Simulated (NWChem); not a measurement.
# Basis-set dependence for sulfur dioxide (O₂S)

```
S
O 1 1.4543
O 1 1.4543 2 118.58
```
Charge 0, spin multiplicity 1.

All runs are NWChem calculations. Structure: optimised with PBE0/def2-SVP, a minimum by its harmonic frequencies.

Hartree-Fock energies in Ha, correlation energies in mHa.

The correlated methods keep 7 core orbitals frozen. Coupled-cluster values serve here as a point of comparison, not as the truth.

```csv
basis,functions,RHF,MP2,SCS-MP2,CCSD,CCSD+T(CCSD),CCSD(T),CR-CCSD[T],CR-CCSD(T)
STO-3G,19,-540.61677,-198.7,-196.9,-195.6,-220.2,-215.8,not run,not run
def2-SVP,46,-546.92233,-524.8,-502.9,-520.5,-545.0,-542.0,-538.9,-536.7
def2-TZVP,99,-547.29674,-658.2,-637.2,-650.5,-687.8,-684.9,-678.2,-676.1
```

From def2-SVP to def2-TZVP the Hartree-Fock energy moves by -374.4 mHa and the MP2 correlation energy by -133.4 mHa, which is 20 % of its value in the larger set.
